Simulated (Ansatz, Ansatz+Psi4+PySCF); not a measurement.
```yaml
atoms:
  - { symbol: Li, position_ang: [0.0000, 0.0000, 0.0000] }
  - { symbol: O, position_ang: [0.0000, 0.0000, 1.9783] }
```

Basis set: cc-pCVTZ on Li; cc-pVTZ on O (spherical functions). Left uncorrelated: 1 orbital. Charge 0, multiplicity 2.

Computed with Ansatz (development build ahead of 0.2.0); the reference of a correlated method needn't be the lowest determinant of its kind.

Give the atomization energy at this shape (free ground-state atoms in the same class of orbitals less the molecule, no zero-point energy) of doublet LiO by UHF-CCSD(T), UHF-CCSD.

```json
{"method": "UHF-CCSD(T)", "atomization energy": "3.12 eV"}
{"method": "UHF-CCSD", "atomization energy": "3.01 eV"}
```

Caution: the reference determinant was not shown to be the lowest; the shape is not the minimum.
